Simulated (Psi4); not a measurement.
# A workflow on NO2 (SMILES [O]N=O), part 2 of 2

Psi4 1.11.

### Step 3. Vibrational wavenumbers at UTPSS/def2-SVP (density fitting) (run 2)

Input file job.inp:

```
memory 1600 mb

molecule {
  0 2
  O      0.214847    -1.099514     0.001574
  N     -0.274264    -0.009410    -0.150723
  O      0.058302     1.108887     0.148547
}

set globals {
  basis                      def2-SVP
  reference                  uks
  t                          400.0
  rotational_symmetry_number 2
}

e = frequencies("tpss")
print_variables()
```

Started as:

```bash
$ psi4 -n 1 job.inp job.out
```

job.out, shortened:

```text
[...]
  Running in cs symmetry.
[...]
  Nuclear repulsion =   64.470234302683238
[...]
  Multiplicity = 2
[...]
  Nalpha       = 12
  Nbeta        = 11
[...]
    Number of basis functions: 42
[...]
   @DF-UKS iter   1:  -204.88341572945387   -1.07111e-01   1.45330e-02 ADIIS/DIIS
[...]
  Running in c1 symmetry.
[...]
   @DF-UKS iter  11:  -204.96138737438736   -1.05160e-12   6.66176e-09 DIIS
[...]
   @S^2 Observed:                7.521380921E-01
[...]
  @DF-UKS Final Energy:  -204.96138737438736
   => Energetics <=
    Nuclear Repulsion Energy =             64.4702237750156399
    One-Electron Energy =                -407.6740002166530985
    Two-Electron Energy =                 162.2125163478465311
    DFT Exchange-Correlation Energy =     -23.9701272805964436
    Empirical Dispersion Energy =           0.0000000000000000
    VV10 Nonlocal Energy =                  0.0000000000000000
    Total Energy =                       -204.9613873743873569
  UHF NO Occupations:
  HONO-2 :   10  A 1.9996215
  HONO-1 :   11  A 1.9995505
[...]
  -Total Gradient:
     Atom            X                  Y                   Z
    ------   -----------------  -----------------  -----------------
       1       -0.000063439538    -0.000040461212    -0.000000110143
       2        0.000076441916     0.000001931238     0.000000120947
       3       -0.000065617861     0.000036941210    -0.000000094118
[...]
  ==> Harmonic Vibrational Analysis <==
[...]
  Freq [cm^-1]                 748.8609           1375.8830           1721.2913
[...]
  IR activ [km/mol]             8.0852              0.4162             290.2498
[...]
  Total E_0, Enthalpy at 0 [K]                                                         -204.95262546 [Eh]
[...]
  Total H, Enthalpy at  400.00 [K]                                                     -204.94725019 [Eh]
[...]
  Total G, Gibbs energy at  400.00 [K]                                                 -204.98555131 [Eh]
[...]
```

Wall time 62 s (1 thread of INTEL XEON PLATINUM 8581C at 2.10GHz (Emerald Rapids), shared host); peak memory 0.41 GiB.

### Step 4. A single-point energy at UCCSD(T)/cc-pVTZ (run 3)

Input file calc.in:

```
memory 1.6 GB

molecule system {
  0 2
  O
  N 1 1.204471
  O 2 1.204471 1 134.16738
}

set basis cc-pVTZ
set reference uhf
set scf_type pk
set freeze_core true

energy_value, wavefunction = energy("ccsd(t)", return_wfn=True)
```

Started as:

```bash
$ psi4 calc.in calc.out -n 1
```

calc.out, shortened:

```text
[...]
  Running in c2v symmetry.
[...]
  Nuclear repulsion =   64.470242411776013
[...]
  Multiplicity = 2
[...]
  Nalpha       = 12
  Nbeta        = 11
[...]
    Number of basis functions: 90
[...]
   @UHF iter   1:  -203.99705053000886   -5.75032e-01   1.13307e-02 ADIIS/DIIS
[...]
   @UHF iter  16:  -204.10676804248794   -1.22213e-12   5.91774e-09 DIIS
[...]
   @S^2 Observed:                7.714731983E-01
[...]
  @UHF Final Energy:  -204.10676804248794
   => Energetics <=
    Nuclear Repulsion Energy =             64.4702424117760131
    One-Electron Energy =                -407.3604022693855313
    Two-Electron Energy =                 138.7833918151216039
    Total Energy =                       -204.1067680424879427
  UHF NO Occupations:
  HONO-2 :    5 A1 1.9966605
  HONO-1 :    4 B2 1.9938701
  HONO-0 :    6 A1 1.0000000
  LUNO+0 :    5 B2 0.0061299
  LUNO+1 :    7 A1 0.0033395
[...]
 Multipole Moments:
 ------------------------------------------------------------------------------------
     Multipole            Electronic (a.u.)      Nuclear  (a.u.)        Total (a.u.)
 ------------------------------------------------------------------------------------
 L = 1.  Multiply by 2.5417464519 to convert [e a0] to [Debye]
 Dipole X            :          0.0000000            0.0000000            0.0000000
 Dipole Y            :          0.0000000            0.0000000            0.0000000
 Dipole Z            :          0.2732627           -0.0023197            0.2709429
 Magnitude           :                                                    0.2709429
[...]
      * MP2 total energy                      = -204.779524729437867
[...]
      * CCSD total energy                     = -204.763553925568289
[...]
      * CCSD(T) total energy                     = -204.800180359860036
[...]
```

Run time: 17 s. Hardware: 1 thread of INTEL XEON PLATINUM 8581C at 2.10GHz (Emerald Rapids), shared host; peak memory 0.35 GiB.

### Step 5. What came out

This closing draws on all 2 parts.

```
                                                                           quantity             value
                                     run 1, UTPSS/def2-SVP: total energy at the end     -204.96139 Eh
                                               run 1, UTPSS/def2-SVP: dipole moment            0.24 D
                          run 1, UTPSS/def2-SVP: HOMO energy (highest over α and β)          -6.39 eV
                           run 1, UTPSS/def2-SVP: LUMO energy (lowest over α and β)          -4.59 eV
                                                        run 1, UTPSS/def2-SVP: ⟨S²⟩             0.752
                                  run 2, UTPSS/def2-SVP: lowest harmonic wavenumber          749 cm⁻¹
                                 run 2, UTPSS/def2-SVP: highest harmonic wavenumber         1721 cm⁻¹
                                           run 2, UTPSS/def2-SVP: zero-point energy       23.0 kJ/mol
      run 2, UTPSS/def2-SVP: ideal-gas entropy at 400 K (symmetry number 2 as used)  60.1 cal/(mol K)
                                              run 3, UCCSD(T)/cc-pVTZ: total energy     -204.80018 Eh
run 3, UCCSD(T)/cc-pVTZ: HOMO energy (Hartree–Fock orbitals) (highest over α and β)         -13.47 eV
 run 3, UCCSD(T)/cc-pVTZ: LUMO energy (Hartree–Fock orbitals) (lowest over α and β)           0.94 eV
               run 3, UCCSD(T)/cc-pVTZ: correlation energy (3 core orbitals frozen)        -693.4 mEh
                                            run 3, UCCSD(T)/cc-pVTZ: (T) correction        -36.63 mEh
                         run 3, UCCSD(T)/cc-pVTZ: ⟨S²⟩ of the reference determinant             0.771
                                             run 3, UCCSD(T)/cc-pVTZ: T1 diagnostic             0.035
```

The optimisation (run 1, UTPSS/def2-SVP) took 4 steps and changed the energy by -0.041 eV. All 3 modes (run 2, UTPSS/def2-SVP) are real, so the shape is a minimum at this level. At UTPSS/def2-SVP: Experiment gives 0.32 D for the dipole moment (NIST CCCBDB), so the computed value is 0.08 D (26 %) too low. The triples (run 3, UCCSD(T)/cc-pVTZ) make up 5.3 % of the correlation energy.
